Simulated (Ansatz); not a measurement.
# [SiH3···H···CH2], triplet along the distance Si1-H5

Starting geometry:

```
atom    x (Å)    y (Å)    z (Å)
  Si  -0.9103   0.0000   0.0000
   H  -1.4051   1.3997   0.0000
   H  -1.4051  -0.6999   1.2122
   H  -1.4051  -0.6999  -1.2122
   H   0.5743   0.0000   0.0000
   C   2.0247   0.0000   0.0000
   H   2.4392   0.0000   0.9962
   H   2.4392   0.0000  -0.9962
```

From there H5 is moved from one fragment to the other while all else, the fragments' distance too, stays fixed; atoms are numbered as listed. Energies are in kJ/mol, counted from the starting geometry at the same level. Kohn–Sham curves are unrestricted where that lies lower.

Basis cc-pVDZ; Ansatz 0.2.0. Only valence electrons are correlated (noble-gas cores frozen). R marks a restricted (for open shells ROHF) determinant, U an unrestricted one.

Full CI isn't at hand for all of this; UCCSDT(Q) serves as the reference, and is uncertain by about the last step of the cluster series.

```tsv
distance Si1-H5 (Å)	PBE0
1.485	0.0
1.536	-10.7
1.639	-30.4
1.742	-47.6
1.845	-53.1
```

Task: Estimate the UCCSDT(Q) curve in cc-pVDZ from this one, knowing how PBE0 errs.

Result: The computed UCCSDT(Q) values, in kJ/mol from the starting point, and the error of PBE0 against them:
```tsv
distance Si1-H5 (Å)	UCCSDT(Q)	PBE0 less UCCSDT(Q)
1.485	0.0	0.0
1.536	-8.1	-2.6
1.639	-24.8	-5.7
1.742	-41.8	-5.9
1.845	-48.6	-4.5
```

The error spans 5.9 kJ/mol and is largest, -5.9 kJ/mol, at 1.742 Å.

In so small a basis the reference is far from its limit while semilocal and hybrid functionals are nearer theirs, so the functionals' errors here hold much of the reference's basis and frozen-core error, which can add to them or hide them.
